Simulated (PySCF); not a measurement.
**Vertical excitation energies**

Compound: trans-2,3-dimethylthiirane, C4H8S.
Numbering: `[CH3:1][C@@H:2]1[S:3][C@H:4]1[CH3:5]` (hydrogens: H6, H7, H8 on C1; H9 on C2; H10 on C4; H11, H12, H13 on C5)

Method used: TDDFT PBE0/def2-SVPD, vertical, gas phase, core orbitals frozen in the response (PySCF 2.14.0, density-fitted response routines). Geometry: GFN2-xTB; no solvent, vibrations or thermal averaging.

Task: Predict the UV-vis stick spectrum at this level.

Result: 

```tsv
state	E (eV)	E (kJ/mol)	λ (nm)	f	|μ| (D)	symmetry	main configurations (H = HOMO, L = LUMO)
S1	4.91	473	252.7	0.0000	0.02	–	H→L (98%)
S2	6.21	599	199.6	0.0097	0.64	B	H→L+1 (87%), H→L+2 (11%)
S3	6.28	606	197.5	0.048	1.42	B	H→L+2 (88%), H→L+1 (11%)
S4	6.55	632	189.3	0.040	1.27	A	H→L+3 (82%), H→L+4 (16%)
S5	6.83	659	181.5	0.0009	0.19	–	H→L+4 (78%), H→L+3 (17%)
S6	7.44	718	166.7	0.041	1.21	B	H-2→L (81%), H→L+5 (14%)
S7	7.59	732	163.3	0.047	1.28	A	H-1→L (73%), H→L+6 (16%)
S8	7.61	734	162.9	0.044	1.24	B	H→L+5 (83%), H-2→L (14%)
```

Triplets, Tamm–Dancoff:

```json
{"state": "T1", "E (eV)": "4.47", "λ (nm)": "277.4", "main configurations (H = HOMO, L = LUMO)": "H→L (95%)"}
{"state": "T2", "E (eV)": "5.59", "λ (nm)": "221.6", "main configurations (H = HOMO, L = LUMO)": "H→L+2 (65%), H→L+1 (21%), H→L+9 (9%)"}
{"state": "T3", "E (eV)": "6.12", "λ (nm)": "202.6", "main configurations (H = HOMO, L = LUMO)": "H→L+1 (68%), H→L+2 (27%)"}
```

The lowest singlet lies at 4.91 eV (253 nm, ultraviolet) and is dark (f under 0.0005); its leading configuration is HOMO→LUMO (98%). The largest oscillator strength of a single state is 0.048. Löwdin shares by element: HOMO sulfur 75%, carbon 15% or more; LUMO sulfur 55%, carbon 30% or more (atoms not listed hold the other 15%). Orbital energies (eV): HOMO-3 -10.31, HOMO-2 -8.51, HOMO-1 -8.49, HOMO -6.44, LUMO 0.20, LUMO+1 0.81, LUMO+2 1.14. Of the 8 states listed, 5 reach f = 0.01 and 1 stays under 0.0005. Weighted by f, the mean energy of these states is 7.05 eV. Symmetry labels in C2 follow from the direction of the transition dipole and are given only for states with f of 0.002 or more. The window holds the lowest 8 singlets.
